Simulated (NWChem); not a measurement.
# C3H6N (SMILES CCC=[N]): levels of theory compared

Aim: a comparison of 3 runs (UHF/STO-3G, UHF/3-21G, UB3LYP/6-31G*) of C3H6N. 

The results are computed with NWChem 7.3.0.

## 1. The system as given

C3H6N has 10 atoms, charge 0, and is taken as a doublet. As SMILES, `CCC=[N]`. The coordinates come from a GFN2-xTB relaxation.

Bond lengths: C1–C2 1.519 Å, C2–C3 1.521 Å, C3–N4 1.218 Å, C1–H5 1.088 Å, C1–H6 1.088 Å, C1–H7 1.088 Å, C2–H8 1.092 Å, C2–H9 1.093 Å, C3–H10 1.101 Å. Some angles: C1–C2–C3 113.0°, C2–C3–N4 127.6°, C1–C2–H8 110.8°, C1–C2–H9 110.7°, C3–C2–H8 107.4°, C3–C2–H9 107.1°, C2–C1–H5 110.9°, C2–C1–H6 109.9°, C2–C1–H7 110.9°, C2–C3–H10 112.1°.

## 2. Energy and gradient at UHF/STO-3G (run 1)

File run.py:

```python
from ase import Atoms
from ase.calculators.nwchem import NWChem

atoms = Atoms('CCCNHHHHHH', positions=[
    [-0.906930, 0.711790, -0.209480],
    [0.026830, -0.202020, 0.565420],
    [1.168110, -0.743210, -0.282660],
    [2.029120, -1.537180, 0.050400],
    [-1.365180, 0.182780, -1.043000],
    [-1.700870, 1.068550, 0.443350],
    [-0.371650, 1.576280, -0.597430],
    [-0.516200, -1.059860, 0.968330],
    [0.476880, 0.330150, 1.407140],
    [1.159890, -0.327280, -1.302080],
])

calc = NWChem(
    label='test',
    theory='scf',
    memory='2200 mb',
    basis='STO-3G',
    basispar='spherical bse',
    scf={'nopen': '1', 'uhf': None, 'thresh': '1e-08', 'maxiter': '80'},
)
atoms.calc = calc

forces = atoms.get_forces()
print(f"energy = {atoms.get_potential_energy():.6f} eV")
print("forces (eV/A):")
for s, f in zip(atoms.symbols, forces):
    print(f"{s:2s} {f[0]:10.5f} {f[1]:10.5f} {f[2]:10.5f}")
```

Launch:

```console
$ export ASE_NWCHEM_COMMAND="nwchem PREFIX.nwi > PREFIX.nwo"
$ python run.py
```

Output:

```text
energy = -4609.709381 eV
forces (eV/A):
C    -0.58092    0.49473   -0.33208
C     0.35461   -0.65548    1.26097
C    -5.64753    5.73274   -3.57234
N     5.88824   -5.51615    2.46476
H     0.07040    0.07677    0.06207
H     0.05260   -0.00530   -0.08737
H    -0.05590   -0.10274    0.00581
H    -0.09374    0.24683    0.09297
H    -0.29470   -0.00879    0.00833
H     0.30694   -0.26261    0.09693
```

The calculator wrote test.nwi:

```
title "test"

permanent_dir test

scratch_dir test

start test

geometry units angstrom nocenter noautosym noautoz
  C  -9.0693000000000001e-01 7.1179000000000003e-01 -2.0948000000000000e-01
  C  2.6830000000000000e-02 -2.0202000000000001e-01 5.6542000000000003e-01
  C  1.1681100000000000e+00 -7.4321000000000004e-01 -2.8266000000000002e-01
  N  2.0291199999999998e+00 -1.5371800000000000e+00 5.0400000000000000e-02
  H  -1.3651800000000001e+00 1.8278000000000000e-01 -1.0429999999999999e+00
  H  -1.7008700000000001e+00 1.0685500000000001e+00 4.4335000000000002e-01
  H  -3.7164999999999998e-01 1.5762799999999999e+00 -5.9743000000000002e-01
  H  -5.1619999999999999e-01 -1.0598600000000000e+00 9.6833000000000002e-01
  H  4.7688000000000003e-01 3.3015000000000000e-01 1.4071400000000001e+00
  H  1.1598900000000001e+00 -3.2728000000000002e-01 -1.3020799999999999e+00
end

memory 2200 mb

basis spherical bse noprint
   * library STO-3G
end

scf
  nopen 1
  uhf
  thresh 1e-08
  maxiter 80
end

task scf gradient
```

test.nwo:

```text
Northwest Computational Chemistry Package (NWChem) 7.3.0
             --------------------------------------------------------

           Job information
           ---------------

    nwchem branch   = 7.3.0
    use scalapack   = T
    input           = test.nwi
    prefix          = test.
    data base       = test/test.db
    status          = startup
    nproc           =        1

           Memory information
           ------------------

    heap     =     72089594 doubles =      550.0 Mbytes
    stack    =     72089599 doubles =      550.0 Mbytes
    global   =    144179200 doubles =     1100.0 Mbytes (distinct from heap & stack)
    total    =    288358393 doubles =     2200.0 Mbytes
    verify   = yes
    hardfail = no

           Directory information
           ---------------------

  0 permanent = test
  0 scratch   = test

                                NWChem Input Module
                                -------------------

                                       test
                                       ----

[... 125 lines left out ...]
 Convergence threshold     :          1.000E-08
[... 18 lines left out ...]
       Final UHF  results
[... 3 lines left out ...]
      One electron energy =   -446.911005311106
[... 1 line left out ...]
 Nuclear repulsion energy =    110.036825959665
[... 38 lines left out ...]
          Final beta eigenvalues
[... 210 lines left out ...]
                     UHF Final Beta Molecular Orbital Analysis
[... 247 lines left out ...]
     1   1 0 0     -0.635017    -15.377789    -10.985413     25.728185
[... 8 lines of this table left out ...]
     2   0 0 2    -16.954975    -25.163893    -23.691758     31.900675

                              NWChem Gradients Module
                              -----------------------

                                       test

  wavefunction    =   UHF

                         UHF ENERGY GRADIENTS

    atom               coordinates                        gradient
                 x          y          z           x          y          z
   1 C      -1.713849   1.345088  -0.395860    0.011297  -0.009621   0.006458
   2 C       0.050701  -0.381762   1.068489   -0.006896   0.012747  -0.024522
   3 C       2.207408  -1.404463  -0.534150    0.109827  -0.111484   0.069471
[... 6 lines of this table left out ...]
  10 H       2.191874  -0.618470  -2.460574   -0.005969   0.005107  -0.001885

                 ----------------------------------------
                 |  Time  |  1-e(secs)   |  2-e(secs)   |
                 ----------------------------------------
                 |  CPU   |       0.00   |       0.10   |
                 ----------------------------------------
                 |  WALL  |       0.00   |       0.10   |
                 ----------------------------------------

 Task  times  cpu:        2.6s     wall:        2.6s
 Total times  cpu:        2.6s     wall:        2.6s
```

Run time: 3.6 s. Hardware: 1 thread of Intel Xeon 6975P-C (Granite Rapids), shared host; peak memory 0.099 GiB.

## 3. Energy and gradient at UHF/3-21G (run 2)

File run.py:

```python
from ase import Atoms
from ase.calculators.nwchem import NWChem

molecule = Atoms(['C', 'C', 'C', 'N', 'H', 'H', 'H', 'H', 'H', 'H'], positions=[
    [-0.906930, 0.711790, -0.209480],
    [0.026830, -0.202020, 0.565420],
    [1.168110, -0.743210, -0.282660],
    [2.029120, -1.537180, 0.050400],
    [-1.365180, 0.182780, -1.043000],
    [-1.700870, 1.068550, 0.443350],
    [-0.371650, 1.576280, -0.597430],
    [-0.516200, -1.059860, 0.968330],
    [0.476880, 0.330150, 1.407140],
    [1.159890, -0.327280, -1.302080],
])

calc = NWChem(
    label='c3h6n',
    theory='scf',
    memory='2200 mb',
    basis='3-21G',
    basispar='spherical bse',
    scf={'nopen': '1', 'uhf': None, 'thresh': '1e-08', 'maxiter': '80'},
)
molecule.calc = calc

forces = molecule.get_forces()
print(f"energy = {molecule.get_potential_energy():.6f} eV")
print("forces (eV/A):")
for s, f in zip(molecule.symbols, forces):
    print(f"{s:2s} {f[0]:10.5f} {f[1]:10.5f} {f[2]:10.5f}")
```

Launch:

```console
$ export ASE_NWCHEM_COMMAND="nwchem PREFIX.nwi > PREFIX.nwo"
$ python run.py
```

Output:

```text
energy = -4640.765212 eV
forces (eV/A):
C    -0.29809    0.26559   -0.23947
C     0.37019   -0.61136    1.05066
C    -2.52858    2.68660   -1.93609
N     2.35487   -2.21897    1.00155
H     0.05780    0.10526    0.09349
H     0.10475   -0.01841   -0.15725
H    -0.09667   -0.10691    0.02412
H     0.03985    0.32283   -0.00082
H    -0.28097   -0.10295   -0.13827
H     0.27686   -0.32170    0.30200
```

The calculator wrote c3h6n.nwi:

```
title "c3h6n"

permanent_dir c3h6n

scratch_dir c3h6n

start c3h6n

geometry units angstrom nocenter noautosym noautoz
  C  -9.0693000000000001e-01 7.1179000000000003e-01 -2.0948000000000000e-01
  C  2.6830000000000000e-02 -2.0202000000000001e-01 5.6542000000000003e-01
  C  1.1681100000000000e+00 -7.4321000000000004e-01 -2.8266000000000002e-01
  N  2.0291199999999998e+00 -1.5371800000000000e+00 5.0400000000000000e-02
  H  -1.3651800000000001e+00 1.8278000000000000e-01 -1.0429999999999999e+00
  H  -1.7008700000000001e+00 1.0685500000000001e+00 4.4335000000000002e-01
  H  -3.7164999999999998e-01 1.5762799999999999e+00 -5.9743000000000002e-01
  H  -5.1619999999999999e-01 -1.0598600000000000e+00 9.6833000000000002e-01
  H  4.7688000000000003e-01 3.3015000000000000e-01 1.4071400000000001e+00
  H  1.1598900000000001e+00 -3.2728000000000002e-01 -1.3020799999999999e+00
end

memory 2200 mb

basis spherical bse noprint
   * library 3-21G
end

scf
  nopen 1
  uhf
  thresh 1e-08
  maxiter 80
end

task scf gradient
```

c3h6n.nwo:

```text
Northwest Computational Chemistry Package (NWChem) 7.3.0
             --------------------------------------------------------

           Job information
           ---------------

    nwchem branch   = 7.3.0
    use scalapack   = T
    input           = c3h6n.nwi
    prefix          = c3h6n.
    data base       = c3h6n/c3h6n.db
    status          = startup
    nproc           =        1

           Memory information
           ------------------

    heap     =     72089594 doubles =      550.0 Mbytes
    stack    =     72089599 doubles =      550.0 Mbytes
    global   =    144179200 doubles =     1100.0 Mbytes (distinct from heap & stack)
    total    =    288358393 doubles =     2200.0 Mbytes
    verify   = yes
    hardfail = no

           Directory information
           ---------------------

  0 permanent = c3h6n
  0 scratch   = c3h6n

                                NWChem Input Module
                                -------------------

                                       c3h6n
                                       -----

[... 25 lines left out ...]
            Nuclear Dipole moment (a.u.)
[... 89 lines left out ...]
 1-e energy   =    -444.900012
[... 7 lines left out ...]
         Quadratically convergent UHF
[... 16 lines left out ...]
       Final UHF  results
[... 3 lines left out ...]
      One electron energy =   -447.098552073465
[... 1 line left out ...]
 Nuclear repulsion energy =    110.036825959665
[... 38 lines left out ...]
          Final beta eigenvalues
[... 203 lines left out ...]
                     UHF Final Beta Molecular Orbital Analysis
[... 232 lines left out ...]
     1   1 0 0     -0.846800    -15.370403    -11.204582     25.728185
[... 8 lines of this table left out ...]
     2   0 0 2    -18.105319    -25.879445    -24.126549     31.900675

                              NWChem Gradients Module
                              -----------------------

                                       c3h6n

  wavefunction    =   UHF

                         UHF ENERGY GRADIENTS

    atom               coordinates                        gradient
                 x          y          z           x          y          z
   1 C      -1.713849   1.345088  -0.395860    0.005797  -0.005165   0.004657
   2 C       0.050701  -0.381762   1.068489   -0.007199   0.011889  -0.020432
   3 C       2.207408  -1.404463  -0.534150    0.049173  -0.052246   0.037651
[... 6 lines of this table left out ...]
  10 H       2.191874  -0.618470  -2.460574   -0.005384   0.006256  -0.005873

                 ----------------------------------------
                 |  Time  |  1-e(secs)   |  2-e(secs)   |
                 ----------------------------------------
                 |  CPU   |       0.00   |       0.15   |
                 ----------------------------------------
                 |  WALL  |       0.00   |       0.15   |
                 ----------------------------------------

 Task  times  cpu:        2.8s     wall:        2.8s
 Total times  cpu:        2.8s     wall:        2.8s
```

It took 3.9 s on 1 thread of Intel Xeon 6975P-C (Granite Rapids), shared host; peak memory 0.094 GiB.

## 4. Energy and gradient at UB3LYP/6-31G(d) (Cartesian functions) (run 3)

File run.py:

```python
from ase import Atoms
from ase.calculators.nwchem import NWChem

mol = Atoms(['C', 'C', 'C', 'N', 'H', 'H', 'H', 'H', 'H', 'H'], positions=[
    [-0.906930, 0.711790, -0.209480],
    [0.026830, -0.202020, 0.565420],
    [1.168110, -0.743210, -0.282660],
    [2.029120, -1.537180, 0.050400],
    [-1.365180, 0.182780, -1.043000],
    [-1.700870, 1.068550, 0.443350],
    [-0.371650, 1.576280, -0.597430],
    [-0.516200, -1.059860, 0.968330],
    [0.476880, 0.330150, 1.407140],
    [1.159890, -0.327280, -1.302080],
])

calc = NWChem(
    label='nw',
    theory='dft',
    memory='2200 mb',
    basis='6-31G*',
    dft={'xc': 'b3lyp', 'mult': '2', 'grid': 'xfine', 'convergence': 'energy 1e-08', 'iterations': '100', 'mulliken': None},
)
mol.calc = calc

forces = mol.get_forces()
e = mol.get_potential_energy()
print(f"E = {e:.6f} eV")
print("forces (eV/A):")
for s, f in zip(mol.symbols, forces):
    print(f"{s:2s} {f[0]:10.5f} {f[1]:10.5f} {f[2]:10.5f}")
```

Launch:

```console
$ export ASE_NWCHEM_COMMAND="nwchem PREFIX.nwi > PREFIX.nwo"
$ python run.py
```

Output:

```text
E = -4697.095430 eV
forces (eV/A):
C     0.01532   -0.06315    0.10449
C     0.05888   -0.17334    0.35234
C    -1.64818    1.61126   -0.87392
N     1.72526   -1.61419    0.68504
H    -0.12820   -0.05934   -0.22744
H    -0.19792    0.11966    0.07821
H     0.07256    0.22261   -0.13941
H    -0.08557   -0.03934    0.17057
H    -0.04911    0.03101    0.18491
H     0.23690   -0.03522   -0.33481
```

The calculator wrote nw.nwi:

```
title "nw"

permanent_dir nw

scratch_dir nw

start nw

geometry units angstrom nocenter noautosym noautoz
  C  -9.0693000000000001e-01 7.1179000000000003e-01 -2.0948000000000000e-01
  C  2.6830000000000000e-02 -2.0202000000000001e-01 5.6542000000000003e-01
  C  1.1681100000000000e+00 -7.4321000000000004e-01 -2.8266000000000002e-01
  N  2.0291199999999998e+00 -1.5371800000000000e+00 5.0400000000000000e-02
  H  -1.3651800000000001e+00 1.8278000000000000e-01 -1.0429999999999999e+00
  H  -1.7008700000000001e+00 1.0685500000000001e+00 4.4335000000000002e-01
  H  -3.7164999999999998e-01 1.5762799999999999e+00 -5.9743000000000002e-01
  H  -5.1619999999999999e-01 -1.0598600000000000e+00 9.6833000000000002e-01
  H  4.7688000000000003e-01 3.3015000000000000e-01 1.4071400000000001e+00
  H  1.1598900000000001e+00 -3.2728000000000002e-01 -1.3020799999999999e+00
end

memory 2200 mb

basis noprint
   * library 6-31G*
end

dft
  xc b3lyp
  mult 2
  grid xfine
  convergence energy 1e-08
  iterations 100
  mulliken
end

task dft gradient
```

nw.nwo:

```text
Northwest Computational Chemistry Package (NWChem) 7.3.0
             --------------------------------------------------------

           Job information
           ---------------

    nwchem branch   = 7.3.0
    use scalapack   = T
    input           = nw.nwi
    prefix          = nw.
    data base       = nw/nw.db
    status          = startup
    nproc           =        1

           Memory information
           ------------------

    heap     =     72089594 doubles =      550.0 Mbytes
    stack    =     72089599 doubles =      550.0 Mbytes
    global   =    144179200 doubles =     1100.0 Mbytes (distinct from heap & stack)
    total    =    288358393 doubles =     2200.0 Mbytes
    verify   = yes
    hardfail = no

           Directory information
           ---------------------

  0 permanent = nw
  0 scratch   = nw

                                NWChem Input Module
                                -------------------

                                        nw
                                        --

[... 25 lines left out ...]
            Nuclear Dipole moment (a.u.)
[... 86 lines left out ...]
          Convergence on energy requested:  1.00D-08
[... 24 lines left out ...]
          Spatial weights used:  Erf1
[... 4 lines left out ...]
          total energy or number of iterations.
[... 28 lines left out ...]
 2-e energy   =     163.235791
[... 53 lines left out ...]
      One electron energy =     -449.075090926069
[... 2 lines left out ...]
 Nuclear repulsion energy =      110.036825959665
[... 1140 lines left out ...]
          Convergence on energy requested:  1.00D-08
[... 24 lines left out ...]
          Spatial weights used:  Erf1
[... 4 lines left out ...]
          total energy or number of iterations.
[... 18 lines left out ...]
                            NWChem DFT Gradient Module
                            --------------------------

                                        nw

  charge          =   0.00
  wavefunction    = open shell

                         DFT ENERGY GRADIENTS

    atom               coordinates                        gradient
                 x          y          z           x          y          z
   1 C      -1.713849   1.345088  -0.395860   -0.000298   0.001228  -0.002032
   2 C       0.050701  -0.381762   1.068489   -0.001145   0.003371  -0.006852
   3 C       2.207408  -1.404463  -0.534150    0.032052  -0.031334   0.016995
[... 6 lines of this table left out ...]
  10 H       2.191874  -0.618470  -2.460574   -0.004607   0.000685   0.006511

                 ----------------------------------------
                 |  Time  |  1-e(secs)   |  2-e(secs)   |
                 ----------------------------------------
                 |  CPU   |       0.00   |       0.77   |
                 ----------------------------------------
                 |  WALL  |       0.00   |       0.77   |
                 ----------------------------------------

 Task  times  cpu:       51.5s     wall:       51.5s
 Total times  cpu:       51.5s     wall:       51.5s
```

Run time: 53 s. Hardware: 1 thread of Intel Xeon 6975P-C (Granite Rapids), shared host; peak memory 0.15 GiB.

## 5. All runs side by side

```csv
run,level,Cartesian functions,iteration cap,energy (Eh),dipole moment (D),HOMO energy (eV),LUMO energy (eV),wall time
1,UHF/STO-3G,no,80,-169.403697,2.15,-9.79,7.74,3.6 s
2,UHF/3-21G,no,80,-170.544977,2.83,-11.13,3.93,3.9 s
3,UB3LYP/6-31G* (Cartesian functions),yes,100,-172.615075,2.91,-6.66,-2.23,53 s
```

## 6. Results

| quantity | value |
| --- | --- |
| run 3: total energy | -172.61507 Eh |
| run 3: dipole moment | 2.91 D |
| run 3: HOMO energy (highest over α and β) | -6.66 eV |
| run 3: LUMO energy (lowest over α and β) | -2.23 eV |
| run 3: ⟨S²⟩ | 0.759 |
| run 3: largest force on an atom | 2.465 eV/Å |

The dipole moment (its size) runs from 2.15 D (UHF/STO-3G) to 2.91 D (UB3LYP/6-31G*). The two ends differ in method and basis. In run 1 the basis is minimal, so the values are rough. Spin contamination of the reference: run 1 ⟨S²⟩ = 1.01, run 2 ⟨S²⟩ = 0.93. All runs together took 60 s, the longest 53 s.
